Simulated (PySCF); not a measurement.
methanol (CH4O), SMILES CO.

Geometry: PBE-D3(BJ)/def2-TZVP.

Calculation: PBE-D3(BJ)/def2-TZVP (PySCF).

Harmonic, unscaled wavenumbers; measured fundamentals usually lie a few per cent lower.

Computed normal modes with their intensities:
```tsv
mode	ν (cm⁻¹)	IR (km/mol)	moving atoms (share of kinetic energy)
1	302	115.7	H 94 %
2	1013	114.5	H 38 %, O 35 %, C 27 %
3	1056	1.7	H 59 %, C 27 %, O 13 %
4	1128	0.1	H 77 %, C 18 %
5	1333	21.4	H 77 %, C 15 %, O 8 %
6	1427	4.0	H 88 %, C 11 %
7	1440	2.0	H 96 %
8	1458	3.9	H 97 %
9	2916	65.0	H 97 %
10	2962	65.5	H 90 %, C 10 %
11	3046	26.3	H 91 %, C 9 %
12	3710	18.7	H 94 %
```
